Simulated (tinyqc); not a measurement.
Worked calculation: RKS/BP86 in the sto-3g basis, for H2O, spin multiplicity 1. One step of it, computed by the program tinyqc.

Problem. Iteration 1: diagonalisation and new density. Diagonalise F' = X^T F X, C = X C', fill 5 alpha and 5 beta electrons from the bottom; D = 2 C_occ C_occ^T. Each column has its largest component positive (the first on a tie).

Kohn-Sham matrix F (hartree):
```
             1O 1s      1O 2s    1O 2px     1O 2py     1O 2pz      2H 1s      3H 1s
1O 1s   -16.957619  -4.431557  0.000000   0.000000  -0.009158  -0.455534  -0.455534
1O 2s    -4.431557  -1.099150  0.000000   0.000000  -0.140652  -0.281888  -0.281888
1O 2px    0.000000   0.000000  0.730296   0.000000   0.000000   0.000000   0.000000
1O 2py    0.000000   0.000000  0.000000   0.667876   0.000000  -0.089990   0.089990
1O 2pz   -0.009158  -0.140652  0.000000   0.000000   0.678731  -0.110425  -0.110425
2H 1s    -0.455534  -0.281888  0.000000  -0.089990  -0.110425  -0.181526  -0.094818
3H 1s    -0.455534  -0.281888  0.000000   0.089990  -0.110425  -0.094818  -0.181526
```

X:
```
            1O 1s      1O 2s    1O 2px     1O 2py     1O 2pz      2H 1s      3H 1s
1O 1s    1.022926  -0.130340  0.000000   0.000000  -0.004615   0.014503   0.014503
1O 2s   -0.130340   1.087666  0.000000   0.000000   0.039823  -0.149808  -0.149808
1O 2px   0.000000   0.000000  1.000000   0.000000   0.000000   0.000000   0.000000
1O 2py   0.000000   0.000000  0.000000   1.035648   0.000000  -0.116937   0.116937
1O 2pz  -0.004615   0.039823  0.000000   0.000000   1.024122  -0.091119  -0.091119
2H 1s    0.014503  -0.149808  0.000000  -0.116937  -0.091119   1.065739  -0.044914
3H 1s    0.014503  -0.149808  0.000000   0.116937  -0.091119  -0.044914   1.065739
```

Give: F' = X^T F X; orbital energies; coefficients C; D after iteration 1.

Solution.

F' = X^T F X (hartree):
```
          1        2       3        4        5        6        7
1  -16.6061  -2.4658  0.0000   0.0000  -0.0161  -0.0266  -0.0266
2   -2.4658  -0.2045  0.0000   0.0000  -0.0656  -0.1614  -0.1614
3    0.0000   0.0000  0.7303   0.0000   0.0000   0.0000   0.0000
4    0.0000   0.0000  0.0000   0.7576   0.0000  -0.1756   0.1756
5   -0.0161  -0.0656  0.0000   0.0000   0.7400  -0.1467  -0.1467
6   -0.0266  -0.1614  0.0000  -0.1756  -0.1467  -0.0788  -0.0369
7   -0.0266  -0.1614  0.0000   0.1756  -0.1467  -0.0369  -0.0788
```

orbital energies (hartree): MO1 -16.9691, MO2 -0.2820, MO3 -0.1128, MO4 0.2768, MO5 0.7303, MO6 0.7878, MO7 0.8284

coefficients C:
```
            MO1      MO2      MO3      MO4     MO5      MO6      MO7
1O 1s    0.9931  -0.1153   0.0000  -0.2534  0.0000  -0.0039   0.0000
1O 2s    0.0286   0.3301   0.0000   1.0643  0.0000   0.0630   0.0000
1O 2px   0.0000   0.0000   0.0000   0.0000  1.0000   0.0000   0.0000
1O 2py   0.0000   0.0000   0.1251   0.0000  0.0000   0.0000   1.0413
1O 2pz   0.0022   0.1156   0.0000   0.0086  0.0000   1.0265   0.0000
2H 1s   -0.0046   0.5355   0.7231  -0.4535  0.0000  -0.2439  -0.3279
3H 1s   -0.0046   0.5355  -0.7231  -0.4535  0.0000  -0.2439   0.3279
```

D after iteration 1:
```
          1O 1s    1O 2s  1O 2px   1O 2py   1O 2pz    2H 1s    3H 1s
1O 1s    2.1276  -0.5588  0.0000   0.0000  -0.0266   0.0973   0.0973
1O 2s   -0.5588   2.4850  0.0000   0.0000   0.0948  -0.6121  -0.6121
1O 2px   0.0000   0.0000  2.0000   0.0000   0.0000   0.0000   0.0000
1O 2py   0.0000   0.0000  0.0000   0.0313   0.0000   0.1810  -0.1810
1O 2pz  -0.0266   0.0948  0.0000   0.0000   0.0269   0.1159   0.1159
2H 1s    0.0973  -0.6121  0.0000   0.1810   0.1159   2.0309  -0.0608
3H 1s    0.0973  -0.6121  0.0000  -0.1810   0.1159  -0.0608   2.0309
```
